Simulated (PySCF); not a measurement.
**A basis-limit estimate, worked out**

An elementary step of Si2H6O, closed shell (Si₂H₄ ([SiH][SiH3]) + H₂O → Si₂H₆O ([OH][SiH2][SiH3]); bonds formed: Si1–H3; dative contacts that become bonds: Si1–O4; bonds broken: H3–O4). “Start” is the structure reached by relaxing down from the saddle towards the reactants; PBE0-D4/def2-TZVP structures. The saddle:

Si1  (-0.175, 1.016, 0.062)
Si2  (1.214, -0.831, 0.479)
H3  (-0.843, 1.522, -1.335)
O4  (-1.409, 0.393, -1.256)
H5  (-1.044, 1.087, 1.285)
H6  (0.415, -2.044, 0.816)
H7  (2.065, -1.139, -0.701)
H8  (2.106, -0.510, 1.629)
H9  (-2.328, 0.505, -0.979)
(Å)

Program: PySCF 2.14 with density fitting (its default auxiliary sets; JK sets also for MP2 and CCSD(T)). Basis: def2-TZVPP and def2-QZVPP. Cores are frozen in the correlated methods.

Energies in eV:

| quantity | saddle | start |
| --- | --- | --- |
| Hartree–Fock, triple zeta (X = 3) | -17854.95859 | -17856.49994 |
| Hartree–Fock, quadruple zeta (X = 4) | -17855.55335 | -17857.07584 |
| MP2 correlation, X = 3 | -14.28892 | -13.71859 |
| MP2 correlation, X = 4 | -15.29998 | -14.72386 |
| CCSD(T) correlation, X = 3 | -16.09548 | -15.61515 |

Work out the barrier at the basis limit: extrapolate Hartree–Fock as E(X) = E∞ + A exp(−7.88 √X) and the MP2 correlation as E(X) = E∞ + B X^−2.97 (the exponents that Neese and Valeev fitted for def2-TZVPP and QZVPP), then add CCSD(T) − MP2 in triple zeta.

Each step is linear, so take the differences first (saddle − start): Hartree–Fock 1.54135 (X = 3) and 1.52249 (X = 4); MP2 correlation -0.57033 and -0.57612; CCSD(T) correlation -0.48033.
Two points give E∞ = E(4) + w [E(4) − E(3)], with w = 1/(exp(7.88 (2 − √3)) − 1) = 0.1377 for Hartree–Fock and w = 1/((4/3)^2.97 − 1) = 0.7407 for the correlation.
Hartree–Fock: 1.52249 + 0.1377 × (-0.01886) = 1.5199 eV.
MP2 correlation: -0.57612 + 0.7407 × (-0.00579) = -0.5804 eV.
CCSD(T) − MP2: -0.48033 − (-0.57033) = 0.0900 eV.
Sum: 1.5199 + (-0.5804) + 0.0900 = 1.0295 eV, or 23.74 kcal/mol. Plain CCSD(T) in triple zeta gives 1.0610 eV, so the larger basis shifts the result by -0.0315 eV.

The T1 diagnostic stays at or below 0.016. The restricted Hartree–Fock reference is unstable towards an unrestricted one at one or more of these structures.

Losses and insertions of silylenes and their heavier kin drive the gas-phase chemistry of silicon and germanium vapour deposition.

Labels in which every atom is bracketed show which atoms are joined, not bond orders.

For scale, one of the runs: CCSD(T)/def2-TZVPP, 199 basis functions, launched by `OMP_NUM_THREADS=4 python run.py`. Hardware: 4 CPU threads of an Arm Neoverse V1, shared host. Wall time 5.2 min; peak host memory 2.1 GiB.
